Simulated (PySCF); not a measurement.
The calculation used core-valence-separated Tamm–Dancoff BHandHLYP/aug-pcX-1 (pcseg-1 on H) in PySCF, non-relativistic, gas phase, PBE0-D3(BJ)/def2-SVP geometry. Absolute energies from this functional tend to lie a few eV below measured edges; no shift was applied.

Main lines of an unknown, eV (oscillator strength): C K: 282.1 (0.067), 283.1 (0.134), 283.2 (0.020), 284.2 (0.113), 286.4 (0.041); N K: 398.5 (0.057), 401.3 (0.021), 401.9 (0.072), 403.8 (0.008). Listed: the first five lines at most of each edge with a tenth or more of its strongest line's intensity; roots within 0.03 eV on the same or equivalent atoms are summed. Only the lowest roots were sought, and the top ones are left out.

**Question.** Which candidate gives them?
A. `N/C=C/C=C/C=[NH2+]`
B. `Cn1ccc[n+]1C`
C. `Cn1cc[n+](C)c1`

**Answer.** A. 

- `N/C=C/C=C/C=[NH2+]`: C K: 282.1 (0.067), 283.1 (0.134), 283.2 (0.020), 284.2 (0.113), 286.4 (0.041); N K: 398.5 (0.057), 401.3 (0.021), 401.9 (0.072), 403.8 (0.008). First C line listed at 282.1 eV, hole on the alkene CH carbon (1s→π*); first N line listed at 398.5 eV, hole on the nitrogen bonded to C and 2 H (1s→π*).
- `Cn1cc[n+](C)c1`: C K: 284.3 (0.126), 284.5 (0.072), 287.0 (0.090), 287.8 (0.047), 287.9 (0.074); N K: 399.7 (0.094), 404.1 (0.024), 404.3 (0.032), 404.9 (0.017). First C line listed at 284.3 eV, hole on the aromatic CH next to a ring nitrogen; first N line listed at 399.7 eV, hole on the nitrogen bonded to 3 C.
- `Cn1ccc[n+]1C`: C K: 283.7 (0.126), 284.1 (0.073), 287.2 (0.106), 287.7 (0.025), 288.1 (0.061); N K: 400.2 (0.086), 404.0 (0.115), 404.8 (0.026), 404.9 (0.014). First C line listed at 283.7 eV, hole on the aromatic CH next to a ring nitrogen; first N line listed at 400.2 eV, hole on the nitrogen bonded to 2 C and N.

One conformer each; other structures than these candidates weren't tested.

The values belong to the conformer `[NH2:1]/[CH:2]=[CH:3]/[CH:4]=[CH:5]/[CH:6]=[NH2+:7]`: C2–C3–C4–C5 180°, C4–C5–C6–N7 180°, H–N1–C2–C3 0°, H–N1–C2–C3 180°.
